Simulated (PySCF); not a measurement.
```xyz
4

F     -0.9250    -1.3472    -0.0002
Al     0.0000     0.0000     0.0000
F      1.6292    -0.1273    -0.0002
F     -0.7043     1.4746     0.0005
```

Charge 0, multiplicity 1.

**Question.** Give the Mulliken and meta-Löwdin atomic charges from PySCF with TPSSh-D3(BJ)/def2-TZVP // B3LYP-D3(BJ)/def2-TZVP.

**Answer.** 
| atom | Mulliken (e) | meta-Löwdin (e) |
|---|---|---|
| F1 | -0.31 | -0.52 |
| Al2 | 0.94 | 1.57 |
| F3 | -0.31 | -0.52 |
| F4 | -0.31 | -0.52 |
